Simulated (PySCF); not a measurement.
# H3OP (PH2OH): the cost of one run

Programs: PySCF 2.14.0, with density-fitted response routines of our own. Each step states its level of theory. These are calculated values for one molecule in the gas phase, unless marked as measured. Atoms count from 0, in the outputs and in this text.

## Step 1: Starting geometry

5 atoms, charge 0, multiplicity 1; geometry from: GFN2-xTB.

Bonds of the start (Å): O0–P1 1.65, O0–H2 0.96, P1–H3 1.40, P1–H4 1.40.

## Step 2: Relaxing the molecule at PBE0-D3(BJ)/def2-SVP

The job: settings as JSON, then the geometry in Å.

```
{"job": {"xc": "PBE0", "basis": "def2-SVP", "d3": "d3bj", "grid": 1, "kind": "geom"}, "charge": 0, "multiplicity": 1}
O      0.904440    -0.173370     0.366170
P     -0.418520     0.141020    -0.560370
H      1.723020    -0.187740    -0.132250
H     -0.973430     1.097870     0.303090
H     -1.218260    -0.872080    -0.011010
```

Started as:

```
$ OMP_NUM_THREADS=1 python probes_run.py task.json out
```

One launch serves the whole session: the jobs run in the order shown.

Q: Estimate the wall time and peak memory of this first job on 1 thread of Arm Neoverse N1, shared host.

About 4.5 s, with a peak of 0.25 GiB.
